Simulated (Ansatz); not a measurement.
in.yaml

```yaml
crystal:
  periodic: [false, false, false]
  atoms:
    - {symbol: B, position_ang: [-1.346070, 0.000000, 0.000000]}
    - {symbol: H, position_ang: [-1.942803, 1.033571, 0.000000]}
    - {symbol: H, position_ang: [-1.942803, -1.033571, 0.000000]}
    - {symbol: H, position_ang: [0.155930, 0.000000, 0.000000]}
    - {symbol: C, position_ang: [1.245930, 0.000000, 0.000000]}
    - {symbol: H, position_ang: [1.660398, 0.000000, 0.996161]}
    - {symbol: H, position_ang: [1.660398, 0.000000, -0.996161]}
basis:
  gaussian: {orbitals: cc-pVDZ}
magnetization: {spin_polarized: true, initial_magnetization: 2}
correlation: {method: ccsd_t, electrons: valence}
```

```sh
$ ansatz run in.yaml --threads 1 --pin off --events-out ev --progress --plain --max-ram 2393MiB
```

Output:

```
476 factors; integrals over basis functions are off by at most 1.3e-3 eV
mean field evaluation 1: about -1774.4927 eV, gradient 1.3e1 eV
mean field evaluation 2: about -1774.4924 eV, gradient 1.3e1 eV
mean field evaluation 4: about -1775.9345 eV, gradient 1.8e0 eV
mean field evaluation 8: about -1775.9753 eV, gradient 9.1e-5 eV
mean field evaluation 16: about -1775.9751 eV, gradient 2.0e-1 eV
mean field evaluation 32: about -1775.5105 eV, gradient 1.8e-6 eV
mean field evaluation 64: about -1775.5105 eV, gradient 1.3e-3 eV
mean field evaluation 96: about -1771.6919 eV, gradient 3.0e-2 eV
mean field evaluation 128: about -1775.9752 eV, gradient 1.8e-2 eV
mean field -1775.97520250 eV, -65.2658848925 hartree, gradient 1.9e-6 eV, S^2 2.025046; 7 other end points of the search recorded, 0 dependent functions left out
determinant -1775.97520250 eV, -65.2658848925 hartree, with singles and doubles -1782.69327399 eV, -65.5127694662 hartree
determinant -1775.51054778 eV, -65.2488091465 hartree, with singles and doubles -1782.33776390 eV, -65.4997047115 hartree
determinant -1775.97520250 eV, -65.2658848925 hartree, with singles and doubles -1782.69336861 eV, -65.5127729435 hartree
determinant -1775.51054778 eV, -65.2488091465 hartree, with singles and doubles -1782.33808349 eV, -65.4997164561 hartree
2 core orbitals not correlated: weight in the atoms' cores, before any rotation towards them, 1.000 or more for the frozen orbitals, at most 0.000 for the correlated occupied ones
reference -1775.97520250 eV, -65.2658848925 hartree; 7, 5 occupied and 44, 46 virtual orbitals, 476 factors
second order -5.55222398 eV of doubles, -0.00000000 eV of singles
cycle   1  -6.71817183 eV  change   -5.7e-6 eV  update   1.8e-6
perturbative correction -0.13305970 eV, -0.0048898537 hartree
Total energy: -1782.82643403 eV, -65.5176630073 hartree
```

Ran on 1 thread of Arm Neoverse V1, shared host: 6.5 s wall, 0.2 GiB peak host memory.
